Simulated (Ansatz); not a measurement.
Species: hydrogen sulfide, H2S (charge 0, singlet). 
Structure (B3LYP-D3(BJ)/def2-TZVP (Ansatz, a first-principles code) minimum search):
```xyz
3

S      0.0018     0.0003     0.1031
H     -0.0075     0.9678    -0.8277
H     -0.0219    -0.9726    -0.8218
```
Charge 0, spin multiplicity 1.

Wanted: vertical ionisation energy (to the doublet state of charge +1; each state is the SCF solution reached for its spin), in eV. Correlated levels leave the core frozen unless marked. Open shells are spin-unrestricted. Spin-orbit coupling is left out. Non-relativistic. CBS marks a two-point X^-3 extrapolation of the correlation energy; Hartree-Fock from the larger set. The bracket is a focal-point correction in the basis named.

Measured: 10.50 eV (CCCBDB table in ASE); it holds spin-orbit and relativistic effects, which these rows lack, and core correlation, which the frozen-core levels lack. This is an older compilation, not checked against later work.

```tsv
level	program	vertical ionisation energy (eV)	error against measurement
HF/aug-cc-pV(D+d)Z	Ansatz	9.24	-1.26
HF/def2-TZVPPD	Ansatz	9.20	-1.30
HF/aug-cc-pV(Q+d)Z	Ansatz	9.20	-1.30
SVWN5/def2-TZVPD	Ansatz	10.62	0.12
B3LYP/def2-TZVPD	Ansatz	10.43	-0.07
BHLYP/def2-TZVPD	Ansatz	10.23	-0.27
wB97X-V/def2-TZVPD	Ansatz	10.43	-0.07
B2PLYP/def2-TZVPD	Ansatz	10.33	-0.17
MP2/def2-TZVPPD	Ansatz	10.35	-0.15
MP2/def2-QZVPPD	Ansatz	10.44	-0.06
MP2/CBS(def2-TZVPPD,def2-QZVPPD)	Ansatz	10.51	0.01
SCS-MP2/def2-SVPD	Ansatz	10.16	-0.34
CCSD/def2-QZVPPD	Ansatz	10.35	-0.15
CCSD/CBS(def2-TZVPPD,def2-QZVPPD)	Ansatz	10.41	-0.09
CCSD(T)/aug-cc-pV(D+d)Z	Ansatz	10.18	-0.32
CCSD(T)/def2-SVPD	Ansatz	10.17	-0.33
CCSD(T)/def2-TZVPPD	Ansatz	10.34	-0.16
RI-MP2/CBS(aug-cc-pV(T+d)Z,aug-cc-pV(Q+d)Z)+[CCSD(T)-MP2]/aug-cc-pV(D+d)Z	Ansatz	10.48	-0.02
RI-MP2/CBS(aug-cc-pV(T+d)Z,aug-cc-pV(Q+d)Z)+[CCSD(T)-MP2]/aug-cc-pV(T+d)Z	Ansatz	10.50	0.00
RI-MP2/CBS(aug-cc-pV(T+d)Z,aug-cc-pV(Q+d)Z)+[CCSD(T)-MP2]/aug-cc-pV(Q+d)Z	Ansatz	10.50	0.00
CCSD(T)/CBS(aug-cc-pV(T+d)Z,aug-cc-pV(Q+d)Z)	Ansatz	10.49	-0.01
```
